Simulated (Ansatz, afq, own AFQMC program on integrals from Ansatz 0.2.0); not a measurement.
Two steps: Ansatz 0.2.0 writes the Fock matrix and Cholesky factors of the valence space, and afq projects on them the lowest state that overlaps trial and start.

```yaml
crystal:
  periodic: [false, false, false]
  atoms:
    - {symbol: Li, position_ang: [0.000000, 0.000000, 0.000000]}
    - {symbol: Be, position_ang: [0.000000, 0.000000, 7.858000]}
basis:
  gaussian: {orbitals: aug-cc-pVDZ}
total_charge: -1
magnetization: {spin_polarized: false}
correlation: {method: ccsd_t, electrons: outside_noble_gas, hamiltonian_folder: ham}
```

```sh
$ ansatz run in.yaml --threads 1 --pin off --events-out ev --progress --plain --max-ram 1382MiB
```

Options of the walk:

```
--method phaseless --trial cisd --walkers 60 --populations 1 --least-time 40 --time-step 0.005 --steps-per-block 50 --equilibration-blocks 40 --max-blocks 300 --target-error 0.00048 --factor-cut 1e-05 --seed 9174 --release-times 0.24,0.51,0.99,1.62,2.4 --release-step 0.03 --release-every 4 --taylor-order 6
```

Times are imaginary, in 1/Eh. The walk had a cap of 1155 s.

Log:

```
orbitals 44  electrons 2 2  factors 273 of 408
reference energy -22.00012389 Eh
CCSD correlation -0.07142988 Eh in 15 cycles, weight of the determinant in the CISD state 0.7980
energy of the start -22.071554 Eh
 block  time / (1/Eh)  mean weight  energy / Eh
     1     0.250  0.9997  -22.071039
     2     0.500  0.9997  -22.070718
     3     0.750  0.9998  -22.070472
     4     1.000  1.0000  -22.070269
     5     1.250  0.9999  -22.070218
     9     2.250  0.9996  -22.070300
    21     5.250  1.0006  -22.070477
    41    10.250  1.0000  -22.069938
    61    15.250  0.9996  -22.071749
    81    20.250  0.9997  -22.070998
   101    25.250  1.0005  -22.071040
   121    30.250  1.0004  -22.067506
   141    35.250  0.9997  -22.070353
   161    40.250  0.9993  -22.069732
   176    44.000  0.9999  -22.075572
   181    45.250  1.0002  -22.074621
   196    49.000  1.0006  -22.071704
blocks merged  error / Eh  count
     1  0.000147  160
     2  0.000174  80
     4  0.000195  40
     8  0.000207  20
    16  0.000226  10
released: time / (1/Eh)  energy / Eh  error  mean overlap
  0.24  -22.071551  0.000278  0.9992
  0.51  -22.071398  0.000222  1.0000
  0.99  -22.071512  0.000253  0.9944
  1.62  -22.071902  0.000350  1.0089
  2.40  -22.071460  0.000402  0.9959
energy -22.070781 +/- 0.000207 Eh
(rows thinned)
```

The run passed its tests (sampling time, drift between the halves within three errors, error under three times the target), which doesn't prove that it has relaxed.

Against this walk (error 5.6 meV) on the same determinant: CCSD(T) 23.6 meV lower, CCSDT(Q) 24.7 meV lower, full CI 24.7 meV lower. The error is statistical and leaves out the bias of the constraint. Released to 2.40 1/Eh the energy moves by -18 ± 12 meV (both errors), within twice the noise. Full CI is exact here, so the walk's 25 meV above it is the walk's own error: the bias of the constraint with this trial. It lies above even CCSD, by 21 meV.

Cautions: constraint bias not in the error; restricted determinant unstable towards unrestricted (UHF 96 meV lower, ⟨S²⟩ 0.68); strong correlation (T1 0.034, weight of the determinant 0.80, largest double 0.16); the bias of populations of 60 walkers isn't removed.

The walk took 96 s on 1 thread of Arm Neoverse V1, with other jobs on the host. The log's last line is the phaseless energy.

CCSDT and higher add their correlation energy to the determinant of the CCSD(T) run, since their own runs factorise the integrals more tightly (a shift of under 2 meV). A walk keeps the symmetry of its determinant, which the program's search chose and which needn't be the lowest solution, so a lower state of the same spin and another symmetry isn't excluded.
